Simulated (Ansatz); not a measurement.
Relaxation of AlH3S2 (6 atoms, charge 0, multiplicity 1), to a largest force component of 0.02 eV/Å in at most 50 steps.

Theory: RKS B3LYP-D4/def2-SVP (Ansatz).

```xyz
6
Properties=species:S:1:pos:R:3:forces:R:3
S -1.280 -1.203 -1.177 -0.58 1.11 0.60
Al 0.464 0.039 -0.500 -0.07 0.02 0.02
S 1.382 -0.392 1.500 -0.62 0.73 0.30
H -2.150 -0.244 -0.590 0.82 -0.91 -0.56
H 1.057 1.197 -1.442 -0.14 -0.28 0.23
H 0.569 0.539 2.163 0.59 -0.67 -0.58
```

Problem. Where does it end, and by what steps?

Solution. The forces met the threshold. After 12 steps the energy has fallen by 0.609 eV; H6 moved furthest, 1.35 Å.

```
step  energy less start (eV)  largest force component (eV/Å)  accepted
   0                  0.0000                           1.114       yes
   1                 -0.0801                           0.410       yes
   2                 -0.0919                           0.122       yes
   3                 -0.1008                           0.205       yes
   4                 -0.1347                           0.727       yes
   5                 -0.2154                           0.690       yes
   6                 -0.3182                           0.676       yes
   7                 -0.4390                           0.411       yes
   8                 -0.5292                           0.406       yes
   9                 -0.5906                           0.189       yes
  10                 -0.6054                           0.080       yes
  11                 -0.6080                           0.101       yes
  12                 -0.6089                           0.002       yes
```

```xyz
6
Properties=species:S:1:pos:R:3
S -1.513 -1.250 -0.791
Al 0.043 0.119 -0.082
S 1.056 -0.492 1.761
H -1.816 -0.485 -1.868
H 0.408 1.449 -0.845
H 1.864 0.595 1.779
```

Time of the run: 29 s on 1 thread of Arm Neoverse V1, with other jobs on the host, peak memory 0.13 GiB.
